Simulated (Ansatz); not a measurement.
Reactions of C$_{3}$H$_{5}$NO, SMILES `N=C1CCO1`.

Program: Ansatz. Geometries: PBE0-D4/def2-TZVP. ΔE: electronic, gas phase. CCSD(T)/CBS adds triple-zeta CCSD(T) − MP2 to the extrapolated MP2 energy (def2 sets, frozen cores). DFT in def2-TZVPP. One conformer a species, not always the lowest.

```tsv
reaction	MP2/CBS(def2) (kcal/mol)	ωB97X-V (kcal/mol)	CCSD(T)/def2-SVP (kcal/mol)	CCSD(T)/CBS(def2) (kcal/mol)
`N=C1CCO1` → `NC1CC1=O`	22.3	23.2	22.3	23.3
`N=C1CCO1` → `CC1(O)C=N1`	19.9	23.9	21.3	21.6
`N=C1CCO1` → `CC(N)=C=O`	3.7	6.9	3.9	4.9
`N=C1CCO1` → `C=C(O)C=N`	-4.7	-0.1	-4.1	-5.4
```

Largest T1 diagnostic: 0.015, for `CC(N)=C=O`.
